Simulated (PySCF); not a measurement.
# How the method moves the adiabatic energies of losing or gaining an electron of formyl

Structure: `[CH]=O` (CHO•). The parent is a doublet.

All levels share the PBE0-D3(BJ)/ma-def2-SVP structures and the PBE0-D3(BJ)/ma-def2-SVP thermal terms; only the single-point energies (PySCF) change. Values are adiabatic energies of losing or gaining an electron (0 K, eV).

```tsv
level	ionisation energy to the singlet cation	abs. error
HF/ma-def2-TZVP	7.79	0.36
M06-2X/ma-def2-TZVP (grid 3)	8.25	0.10
ωB97M-D3(BJ)/ma-def2-TZVP (grid 3)	8.28	0.13
PBE0-D3(BJ)/6-31G*	8.33	0.18
PBE0-D3(BJ)/cc-pVTZ	8.37	0.22
PBE0-D3(BJ)/ma-def2-TZVP	8.40	0.25
HSE06/ma-def2-TZVP	8.40	0.25
PBE0-D3(BJ)/pcseg-1	8.45	0.29
PBE0-D3(BJ)/aug-cc-pVDZ	8.46	0.31
CAM-B3LYP-D3(BJ)/ma-def2-TZVP	8.46	0.31
PBE0-D3(BJ)/6-31G	8.49	0.34
PBE0-D3(BJ)/ma-def2-SVP	8.51	0.36
ATcT 1.112	8.15
```

Hartree-Fock leaves out electron correlation, so its ionisation energies and electron affinities from energy differences mostly come out too low, often by 1 eV or more, where an electron pair is broken or made.

The spread: 0.72 eV, from 7.79 to 8.51.
